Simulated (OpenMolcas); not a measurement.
**quartet BH2: a chain of runs**

Aim: a series of 9 runs (ROHF/3-21G, CASSCF(5,6)/3-21G, CASPT2(5,6)/3-21G, CASPT2[IPEA 0](5,6)/3-21G, SC-NEVPT2(5,6)/3-21G, PC-NEVPT2(5,6)/3-21G, MC-PDFT[tPBE](5,6)/3-21G, MRCI(5,6)/3-21G, and more) of quartet BH2. 

Program for the calculation: OpenMolcas 26.06.

## (1) The molecule

BH2: 3 atoms, total charge 0, spin state quartet. SMILES of the parent species: `[BH2]`. The shape is that of a GFN2-xTB optimisation. That shape belongs to the parent species and isn't relaxed for this state.

Bond lengths: B1–H2 1.159 Å, B1–H3 1.159 Å. Angles: H2–B1–H3 128.4°.

## (2) A single-point energy at ROHF/3-21G (run 1)

The input, step1.inp:

```
>>> EXPORT MOLCAS_PRINT=2

&gateway
  baslib
  $CurrDir
  coord
  3
  angstrom
  B        0.262840      -0.166230       0.128640
  H        0.280020       0.985320       0.260980
  H       -0.542860      -0.819090      -0.389630
  basis
  3-21G
  group
  NoSym

&seward

&scf
  uhf
  spin
  4
  prorbitals
  1 1

&rasscf
  fileorb
  $Project.UnaOrb
  spin
  4
  nactel
  3 0 0
  inactive
  2
  ras2
  3
  outorbitals
  Canonical
  orblisting
  Nothing
```

The basis set 3-21G is read from a file made from the Basis Set Exchange's data (not shown).

On the command line:

```
export MOLCAS_MEM=1860
pymolcas step1.inp > step1.log
```

Output:

```text
--- Start Module: gateway ---
[...]
--- Stop Module: gateway /rc=_RC_ALL_IS_WELL_ ---
[...]
      Basis functions           13
[...]
--- Start Module: scf ---
[...]
       Convergence after  12 Iterations
[...]
::    Total SCF energy                                -25.4036326650
[...]
      Total spin, S                                     1.5018037717
[...]
--- Stop Module: scf /rc=_RC_ALL_IS_WELL_ ---
--- Start Module: rasscf ---
[...]
      Number of active orbitals                  3
[...]
      Spin quantum number                      1.5
[...]
      Active orbitals                            3
[...]
      Number of CSFs                             1
[...]
      Number of root(s) required                 1
[...]
      Convergence after  7 iterations
[...]
      printout of CI-coefficients larger than  0.05 for root  1
      energy=     -25.400666
      conf/sym  111     Coeff  Weight
             1  uuu   1.00000 1.00000
      Natural orbitals and occupation numbers for root  1
      sym 1:   1.000000   1.000000   1.000000
      ************************************************************************************************************************
      *                                                    Final results                                                     *
[...]
::    RASSCF root number  1 Total energy:    -25.40066628
[...]
      Total electronic charge=    7.000000
      Total            charge=    0.000000
[...]
      Dipole Moment (debye):
      Origin of the operator (angstrom)=    0.2018   -0.1276    0.0988
                   X= -1.0973E+00               Y=  6.9329E-01               Z= -5.3714E-01           Total=  1.4047E+00
      Quadrupole Moment (debye*angstrom):
[...]
--- Stop Module: rasscf /rc=_RC_ALL_IS_WELL_ ---
[...]
```

It took 3.3 s on 1 thread of AMD EPYC 7R43 (Zen 3), shared host; peak memory 0.37 GiB.

## (3) A single-point energy at CASSCF(5,6)/3-21G (run 2)

The input, step2.input:

```
>>> EXPORT MOLCAS_PRINT=2
&GATEWAY
BasLib=$CurrDir
Coord
3
angstrom
B        0.262840      -0.166230       0.128640
H        0.280020       0.985320       0.260980
H       -0.542860      -0.819090      -0.389630
Basis=3-21G
Group=NoSym
&SEWARD
&RASSCF
FileOrb=$CurrDir/step1.RasOrb
Spin=4
Nactel=5 0 0
Inactive=1
Ras2=6
OrbListing=Nothing
OrbAppear=Compact
```

The basis set 3-21G is read from a file made from the Basis Set Exchange's data (not shown).

On the command line:

```
export MOLCAS_MEM=1860
pymolcas step2.input > step2.log
```

Output:

```text
--- Start Module: gateway ---
[...]
--- Stop Module: gateway /rc=_RC_ALL_IS_WELL_ ---
--- Start Module: seward ---
[...]
      Basis functions           13
--- Stop Module: seward /rc=_RC_ALL_IS_WELL_ ---
--- Start Module: rasscf ---
[...]
      Number of active orbitals                  6
[...]
      Spin quantum number                      1.5
[...]
      Active orbitals                            6
[...]
      Number of CSFs                            84
[...]
      Number of root(s) required                 1
[...]
      Convergence after 10 iterations
[...]
      printout of CI-coefficients larger than  0.05 for root  1
      energy=     -25.433682
      conf/sym  111111     Coeff  Weight
             1  2uuu00  -0.98309 0.96646
            14  u20u0u  -0.09243 0.00854
            19  uduuu0   0.09118 0.00831
            41  uuudu0  -0.07525 0.00566
            68  0uuu20  -0.05640 0.00318
      Natural orbitals and occupation numbers for root  1
      sym 1:   1.960906   1.007655   0.991820   1.000000   0.025349   0.014270
      ************************************************************************************************************************
      *                                                    Final results                                                     *
[...]
::    RASSCF root number  1 Total energy:    -25.43368239
[...]
      Total electronic charge=    7.000000
      Total            charge=   -0.000000
[...]
      Dipole Moment (debye):
      Origin of the operator (angstrom)=    0.2018   -0.1276    0.0988
                   X= -1.0807E+00               Y=  6.8332E-01               Z= -5.2897E-01           Total=  1.3837E+00
      Quadrupole Moment (debye*angstrom):
[...]
--- Stop Module: rasscf /rc=_RC_ALL_IS_WELL_ ---
[...]
```

Wall time 2.4 s (1 thread of AMD EPYC 7R43 (Zen 3), shared host); peak memory 0.36 GiB.

Runs 3 to 8 aren't shown in full; the table further down has their settings and results.

## (4) A single-point energy at MRACPF(5,6)/3-21G (run 9)

The input, step9.inp:

```
>>> EXPORT MOLCAS_PRINT=2

&GATEWAY
 BasLib
 $CurrDir
 Coord
 3
 angstrom
 B        0.262840      -0.166230       0.128640
 H        0.280020       0.985320       0.260980
 H       -0.542860      -0.819090      -0.389630
 Basis
 3-21G
 Group
 NoSym

&SEWARD

&RASSCF
 FileOrb
 $CurrDir/step2.RasOrb
 Spin
 4
 Nactel
 5 0 0
 Inactive
 1
 Ras2
 6
 OrbListing
 Nothing
 OrbAppear
 Compact

&MOTRA
 LumOrb
 Frozen
 1

&GUGA
 Electrons
 5
 Spin
 4
 Inactive
 0
 Active
 6
 CIAll
 1

&MRCI
 ACPF
```

The basis set 3-21G is read from a file made from the Basis Set Exchange's data (not shown).

On the command line:

```
export MOLCAS_MEM=1860
pymolcas step9.inp > step9.log
```

Output:

```text
--- Start Module: gateway ---
[...]
--- Stop Module: gateway /rc=_RC_ALL_IS_WELL_ ---
[...]
      Basis functions           13
[...]
      Number of active orbitals                  6
[...]
      Spin quantum number                      1.5
[...]
      Active orbitals                            6
[...]
      Number of CSFs                            84
[...]
      Number of root(s) required                 1
[...]
      Convergence after  4 iterations
[...]
      printout of CI-coefficients larger than  0.05 for root  1
      energy=     -25.433682
      conf/sym  111111     Coeff  Weight
             1  2uuu00  -0.98309 0.96646
            14  u20u0u  -0.09243 0.00854
            19  uduuu0   0.09118 0.00831
            41  uuudu0  -0.07525 0.00566
            68  0uuu20  -0.05640 0.00318
      Natural orbitals and occupation numbers for root  1
      sym 1:   1.960906   1.007655   0.991820   1.000000   0.025348   0.014271
      ************************************************************************************************************************
      *                                                    Final results                                                     *
[...]
::    RASSCF root number  1 Total energy:    -25.43368239
[...]
      Dipole Moment (debye):
      Origin of the operator (angstrom)=    0.2018   -0.1276    0.0988
                   X= -1.0807E+00               Y=  6.8332E-01               Z= -5.2897E-01           Total=  1.3837E+00
      Quadrupole Moment (debye*angstrom):
[...]
      *** WARNING: Default frozen orbitals is overwritten by user input.
      *** Default values:   1
[...]
--- Start Module: guga ---
[...]
--- Stop Module: guga /rc=_RC_ALL_IS_WELL_ ---
--- Start Module: mrci ---
[...]
       USE THE DEFAULT ACPF G-VALUE GFAC=  0.40000000000000002
[...]
    MR ACPF CALCULATION.
[...]
            REFERENCE CI ENERGY:   -25.43368239
[...]
        ACPF CORRELATION ENERGY:    -0.02110800
                    ACPF ENERGY:   -25.45479039
[...]
      Total electronic charge=    7.000000
      Total            charge=   -0.000000
[...]
  ACPF State   1     Total energy:    -25.45479039
[...]
--- Stop Module: mrci /rc=_RC_ALL_IS_WELL_ ---
[...]
```

Run time: 2.7 s. Hardware: 1 thread of AMD EPYC 7R43 (Zen 3), shared host; peak memory 0.37 GiB.

## (5) The series

```tsv
run	level	active rule	inactive	energy (Eh)	dipole moment (D) of the reference	wall time
1	ROHF/3-21G	–	–	-25.400666	1.40	3.3 s
2	CASSCF(5,6)/3-21G	full valence	1	-25.433682	1.38	2.4 s
3	CASPT2(5,6)/3-21G	full valence	1	-25.450600	1.38	2.3 s
4	CASPT2[IPEA 0](5,6)/3-21G	full valence	1	-25.451942	1.38	2.3 s
5	SC-NEVPT2(5,6)/3-21G	full valence	1	-25.448584	1.38	2.4 s
6	PC-NEVPT2(5,6)/3-21G	full valence	1	-25.448797	1.38	2.4 s
7	MC-PDFT[tPBE](5,6)/3-21G	full valence	1	-25.522634	1.38	2.6 s
8	MRCI(5,6)/3-21G	full valence	1	-25.454632	1.38	2.6 s
9	MRACPF(5,6)/3-21G	full valence	1	-25.454790	1.38	2.7 s
```

## (6) What came out

```
                                                quantity         value
                  run 9, MRACPF(5,6)/3-21G: total energy  -25.45479 Eh
run 9, MRACPF(5,6)/3-21G: dipole moment (CASSCF density)        1.38 D
```

**Reading.** Below the ROHF energy at the same shape and in the same basis (3-21G): CASSCF(5,6) -33.0 mEh; CASPT2(5,6) -49.9 mEh; CASPT2[IPEA 0](5,6) -51.3 mEh; SC-NEVPT2(5,6) -47.9 mEh; PC-NEVPT2(5,6) -48.1 mEh; MRCI(5,6) -54.0 mEh. Active-space methods hold only the correlation inside their space unless a perturbation or CI step follows. All runs together took 23 s, the longest 3.3 s.
